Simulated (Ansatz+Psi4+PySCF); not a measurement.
```xyz
3

O     0.0367    1.1135    0.0000
H    -0.9175    1.3289    0.0000
Cl    0.0367   -0.6022    0.0000
```

Basis set: cc-pVTZ on H, O; cc-pV(T+d)Z on Cl (spherical functions). Correlated methods keep 6 orbitals frozen. Charge 0, multiplicity 1.

Computed with Ansatz (development build ahead of 0.2.0) and Psi4 1.11; each method stands on the lowest determinant of its kind that the runs found. Restricted open shells among the atoms or ions are ROHF, correlated in semicanonical orbitals with singles.

The vertical ionization energy (product with multiplicity 2 at the same shape, open shells in the same class of orbitals) of singlet HClO:

| method | ionization energy |
| --- | --- |
| RHF-MP2 | 12.02 eV |
| RHF-CCSD(T) | 11.17 eV |
| RHF | 10.89 eV |

Question: What does RHF-CCSD give?

Answer: 11.24 eV. Caution for RHF-MP2: MP2 on this radical cation hangs on the determinant chosen. Caution for RHF-MP2, RHF-CCSD(T), RHF-CCSD: a plain start can end on a higher determinant; large amplitudes, a single reference is doubtful. Caution for RHF-MP2, RHF-CCSD(T): another reference gives a lower total.
